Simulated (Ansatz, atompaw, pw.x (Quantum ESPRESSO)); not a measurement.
**germanium (Ge): one change to the PAW (atompaw) potential, in the atom and in the diamond crystal**

germanium (Ge), PAW, made with atompaw 4.2.0.5 (PBE, scalar-relativistic). Core [Ar] 3d10, reference 4s2 4p2. Waves: 4s (bound): rc 2.15 bohr; 4s channel at 0.55 Ry: rc 1.65 bohr; 4p (bound): rc 2.15 bohr; 4p channel at 0.15 Ry: rc 2.15 bohr; 4d channel at 0.2 Ry: rc 2.15 bohr; 4d channel at 2.5 Ry: rc 2.15 bohr. Local part: ultrasoft scheme with l = 3 at 0.5 Ry, radius 1.60 bohr. Core correction: smooth core density matched at 1.25 bohr. Augmentation charge: sinc compensation charge, radius 1.55 bohr; PAW radius 2.15 bohr; waves and projectors: custom rrkj gramschmidtortho.

Change: all radii scaled by about 1.17 (s 2.52, p 2.52, d 2.52 bohr); local potential ultrasoft scheme with l = 3 at 0.5 Ry, radius 1.88 bohr; augmentation sinc compensation charge, radius 1.82 bohr; PAW radius 2.52 bohr; waves and projectors: custom rrkj gramschmidtortho; core correction smooth core density matched at 1.46 bohr.

Cutoffs, loose and tight: the cutoffs (Ry, on a coarse ladder) from which the occupation-weighted sum of valence levels, in a spherical-Bessel basis at the reference potential, stays within 10 and 1 mRy of its value at 400 Ry. They see the waves, projectors and local potential, not the compensation charge or the core.

Crystal test: diamond Ge in pw.x 7.5, no spin, 8³ k-points, Fermi–Dirac smearing 0.01 Ry, cutoffs set for each file from its atomic test. The reference is all-electron LAPW (Ansatz 0.2.0) with the same functional, mesh and smearing; V0 and B0 come from Birch–Murnaghan fits to the pressures at five volumes. Errors are pseudo minus all-electron; Δ is the rms difference of the E(V) curves that follow from these fits, minima aligned, over ±6 % about the mean V0. Mesh and smearing are coarse, so the numbers serve the comparison and aren't converged zero-temperature values; the lattice is a test structure that the element need not adopt.

All-electron: a0 = 5.765 Å (V0 = 23.95 Å³/atom), B0 = 57.6 GPa.

Does the change bring the crystal closer to the all-electron result?

The mean pressure error goes from +0.05 to +0.25 GPa, so the change moves the solid further from the all-electron pressures.

```csv
quantity,base,changed
outcome (atom),generated,generated
"cutoff, loose (atom)",8 Ry,8 Ry
"cutoff, tight (atom)",12 Ry,10 Ry
bound ghosts (atom),none,none
cutoffs in pw.x (Ry),40/400,40/400
a0 (Å),5.767,5.773
a0 error (%),+0.03,+0.14
B0 error (%),+1.4,+1.2
Δ (meV/atom),0.3,1.3
mean pressure error (GPa),+0.05,+0.25
```

Base: The logarithmic derivative shows an extra or strongly shifted pseudo pole above the reference energy (d near 1.29 Ry). Changed file: The largest radius (2.52 bohr) exceeds half the bond length (2.36 bohr), so the spheres overlap, which is one possible source of error among others. The atomic cutoffs weigh occupied waves only.
